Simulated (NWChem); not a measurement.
**BH (SMILES [BH]): CAM-B3LYP/def2-TZVPPD**

Aim: the vertical singlet–triplet gap of BH at CAM-B3LYP/def2-TZVPPD, from 2 runs. 

Program for the calculation: NWChem 7.3.0.

2 further runs of the same task are left out: 2 set aside as unsound or not needed.

**1. The structure to begin with**

BH: 2 atoms, total charge 0, spin state singlet. As SMILES, `[BH]`. Geometry: the measured bond length.

Bond lengths: B1–H2 1.232 Å.

**2. Energy and gradient at CAM-B3LYP/def2-TZVPPD**

Contents of bh.xyz:

```xyz
2
BH
B      0.000000     0.000000     0.000000
H      0.000000     0.000000     1.232400
```

Contents of bh.nw:

```
start bh
title "BH"
memory stack 880 mb heap 220 mb global 1100 mb
geometry noautosym nocenter noautoz
load format xyz bh.xyz
end
basis spherical bse
B library def2-TZVPPD
H library def2-TZVPPD
end
dft
xc xcamb88 1.00 lyp 0.81 vwn_5 0.19 hfexch 1.00
cam 0.33 cam_alpha 0.19 cam_beta 0.46
grid xfine
convergence energy 1e-08
direct
iterations 100
mulliken
print medium
end
task dft gradient
```

Launch:

```bash
nwchem bh.nw > bh.out
```

The log of the run:

```text
[...]
          Wavefunction type:  closed shell.
          No. of atoms     :     2
          No. of electrons :     6
[...]
          Charge           :     0
          Spin multiplicity:     1
[...]
          AO basis - number of functions:    54
[...]
              XC Information
              --------------
                     Hartree-Fock (Exact) Exchange  1.000
                   CAM-Becke88 Exchange Functional  1.000
                      VWN V Correlation Functional  0.190 local
              Lee-Yang-Parr Correlation Functional  0.810
[...]
 d= 0,ls=0.0,diis     1    -25.2553324936 -2.74D+01  5.05D-03  9.83D-02     2.0
[...]
 d= 0,ls=0.0,diis     7    -25.2721728966 -2.33D-09  3.98D-07  3.54D-11    10.5
         Total DFT energy =      -25.272172896606
      One electron energy =      -37.238165855584
           Coulomb energy =       14.088287357171
    Exchange-Corr. energy =       -4.269232279562
 Nuclear repulsion energy =        2.146937881368
[...]
      Total Density - Mulliken Population Analysis
     ---------------------------------------------
    Atom       Charge   Shell Charges
 -----------   ------   -------------------------------------------------------
    1 B    5     5.05   0.92  1.05  0.72  0.85  0.27  0.00  0.52  0.50  0.16  0.01  0.03  0.00  0.00
    2 H    1     0.95   0.27  0.47  0.20  0.00  0.01  0.01 -0.00
[...]
  wavefunction    = closed shell
[...]
                         DFT ENERGY GRADIENTS
    atom               coordinates                        gradient
                 x          y          z           x          y          z
   1 B       0.000000   0.000000   0.000000    0.000000  -0.000000  -0.001215
   2 H       0.000000   0.000000   2.328898   -0.000000   0.000000   0.001215
[...]
```

Run time: 19 s. Hardware: 1 thread of Intel Xeon Platinum 8259CL at 2.50GHz (Skylake/Cascade Lake), shared host; peak memory 0.11 GiB.

**3. The triplet: the energy at UCAM-B3LYP/def2-TZVPPD**

Contents of bh.nw:

```
start bh
title "borane(1)"
memory total 2200 mb
charge 0
geometry units angstrom noautosym nocenter noautoz
B     0.000000    0.000000    0.000000
H     0.000000    0.000000    1.232400
end
basis spherical bse
B library def2-TZVPPD
H library def2-TZVPPD
end
dft
xc xcamb88 1.00 lyp 0.81 vwn_5 0.19 hfexch 1.00
cam 0.33 cam_alpha 0.19 cam_beta 0.46
mult 3
grid xfine
convergence energy 1e-08
direct
iterations 100
mulliken
print low
end
task dft
```

Launch:

```bash
nwchem bh.nw > bh.out
```

The log of the run:

```text
[...]
 d= 0,ls=0.0,diis     1    -25.1836185351 -2.73D+01  5.91D-03  5.16D-02     2.5
[...]
 d= 0,ls=0.0,diis     9    -25.2312503671 -2.55D-09  2.00D-07  1.18D-10    17.4
[...]
         Total DFT energy =      -25.231250367138
      One electron energy =      -37.220054129937
           Coulomb energy =       14.133051382972
    Exchange-Corr. energy =       -4.291185501541
 Nuclear repulsion energy =        2.146937881368
[...]
      Total Density - Mulliken Population Analysis
     ---------------------------------------------
    Atom       Charge   Shell Charges
 -----------   ------   -------------------------------------------------------
    1 B    5     5.07   0.92  1.06  0.58  0.65  0.14  0.00  0.73  0.73  0.25  0.01  0.01  0.00  0.00
    2 H    1     0.93   0.24  0.45  0.21  0.00  0.01  0.01  0.00
[...]
      <S2> =      2.0015 (Exact =     2.0000)
[...]
```

It took 18 s on 1 thread of Intel Xeon Platinum 8259CL at 2.50GHz (Skylake/Cascade Lake), shared host; peak memory 0.11 GiB.

**4. Results**

Level: CAM-B3LYP/def2-TZVPPD.

| quantity | value |
| --- | --- |
| singlet: total energy | -25.27217 Eh |
| singlet: dipole moment | 1.63 D |
| singlet: HOMO energy | -8.09 eV |
| singlet: LUMO energy | -1.20 eV |
| singlet: HOMO–LUMO gap | 6.89 eV |
| singlet: largest force on an atom | 0.062 eV/Å |
| triplet: total energy | -25.23125 Eh |
| triplet: ⟨S²⟩ | 2.002 |
| vertical energy of the triplet above the singlet | 1.114 eV |

**Reading.** At this shape the triplet lies 1.11 eV (26 kcal/mol) above the singlet.
